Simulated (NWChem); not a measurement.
Molecule: propane (C3H8); SMILES CCC

Program: NWChem. Coordinates come from a B3LYP/6-31G* (spherical d) optimisation. Level TPSS/def2-SVP: energy and gradient; each run changes one setting, and changes count from the defaults (medium grid, exact Coulomb integrals, symmetry on).

Question: Which setting moves the energy most, and by about how much (defaults; tight SCF thresholds and tolerances; Becke weights; coarse grid; extra-fine grid)?

Answer: coarse grid, by about 100 μHa.
| setting | size of the energy change (μHa) | largest change of a gradient component (μHa/bohr) |
|---|---|---|
| defaults | < 10 | < 30 |
| coarse grid | 100 | 40 |
| extra-fine grid | < 10 | < 30 |
| tight SCF thresholds and tolerances | < 10 | < 30 |
| Becke weights | < 10 | < 30 |
